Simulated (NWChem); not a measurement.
System: CH₄S cation, doublet; SMILES of the neutral closed-shell parent CS

```xyz
6

C     -1.0465    -0.4407     0.0556
S      0.5483     0.3184    -0.0382
H     -1.1297    -0.9973     1.0095
H     -1.8042     0.3515    -0.0113
H     -1.1519    -1.1698    -0.7713
H      1.3242    -0.8019     0.0590
```
Atoms are numbered in this order, from 1.

Computed with NWChem. Spin-unrestricted. The geometry was optimised at PBE0/def2-SVP, spin-unrestricted. This spin state was assumed; another may lie lower. No stability test was run on the SCF state. Level: B3LYP/def2-SVP with COSMO at NWChem's default radii, gas-phase geometry; rows give the dielectric constant. Reactions with the solvent are ignored.

For dielectric constant 37.5:

* **electrostatic solvation energy (kcal/mol)**: -67.1

What are these values for dielectric constant 1.5?


| Quantity | Value |
|---|---|
| electrostatic solvation energy (kcal/mol) | -22.9 |
